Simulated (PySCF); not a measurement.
Fractional electron number in Ar (argon, neutral)

The 3p beta orbital of [Ar] is emptied in steps (occupation f), with all orbitals relaxed, ending at [Ne] 3s2 3p5. Computed with PySCF 2.14 in x2c-TZVPall, with the spin-free X2C one-electron Hamiltonian (Gaussian nucleus). The exact energy is a straight line in f; departures are measured from the line between the end points of the same method.

```csv
f,UHF (eV),LDA (eV),PBE (eV),PBE0 (eV),r2SCAN (eV),LC-wPBE (eV),BHandHLYP (eV),wB97X (eV),CAM-B3LYP (eV),M06-2X (eV)
1,0.000,0.000,0.000,0.000,0.000,0.000,0.000,0.000,0.000,0.000
0.75,0.266,-1.073,-1.039,-0.717,-0.951,-0.170,-0.407,-0.237,-0.456,-0.444
0.5,0.344,-1.435,-1.384,-0.952,-1.249,-0.221,-0.546,-0.313,-0.609,-0.588
0.25,0.250,-1.079,-1.034,-0.710,-0.920,-0.160,-0.412,-0.233,-0.458,-0.417
0,0.000,0.000,0.000,0.000,0.000,0.000,0.000,0.000,0.000,0.000
```

Question: For LC-wPBE, how does the orbital energy at f = 1 compare with the removal energy?

Answer: −ε = 14.845 eV against a total-energy difference of 15.764 eV. By Janak's theorem ε = ∂E/∂f, so the gap between them reflects the curvature. Along the path −ε is 15.324 (f = 0.75), 15.790 (f = 0.5), 16.218 (f = 0.25) eV.

```json
{"method": "UHF", "E(f=0) − E(f=1) (eV)": "14.557", "−ε at f=1 (eV)": "16.019", "−ε at f=0.5 (eV)": "14.516"}
{"method": "LDA", "E(f=0) − E(f=1) (eV)": "15.963", "−ε at f=1 (eV)": "10.261", "−ε at f=0.5 (eV)": "15.948"}
{"method": "PBE", "E(f=0) − E(f=1) (eV)": "15.668", "−ε at f=1 (eV)": "10.126", "−ε at f=0.5 (eV)": "15.682"}
{"method": "PBE0", "E(f=0) − E(f=1) (eV)": "15.696", "−ε at f=1 (eV)": "11.866", "−ε at f=0.5 (eV)": "15.714"}
{"method": "r2SCAN", "E(f=0) − E(f=1) (eV)": "15.751", "−ε at f=1 (eV)": "10.627", "−ε at f=0.5 (eV)": "15.839"}
{"method": "LC-wPBE", "E(f=0) − E(f=1) (eV)": "15.764", "−ε at f=1 (eV)": "14.845", "−ε at f=0.5 (eV)": "15.790"}
{"method": "BHandHLYP", "E(f=0) − E(f=1) (eV)": "15.600", "−ε at f=1 (eV)": "13.439", "−ε at f=0.5 (eV)": "15.586"}
{"method": "wB97X", "E(f=0) − E(f=1) (eV)": "15.717", "−ε at f=1 (eV)": "14.442", "−ε at f=0.5 (eV)": "15.733"}
{"method": "CAM-B3LYP", "E(f=0) − E(f=1) (eV)": "15.761", "−ε at f=1 (eV)": "13.334", "−ε at f=0.5 (eV)": "15.756"}
{"method": "M06-2X", "E(f=0) − E(f=1) (eV)": "15.799", "−ε at f=1 (eV)": "13.460", "−ε at f=0.5 (eV)": "15.862"}
```

Reference removal energy between the ground levels: 15.760 eV (measured; NIST Atomic Spectra Database, ionization energies). The calculation has no spin-orbit coupling. UHF lacks correlation.
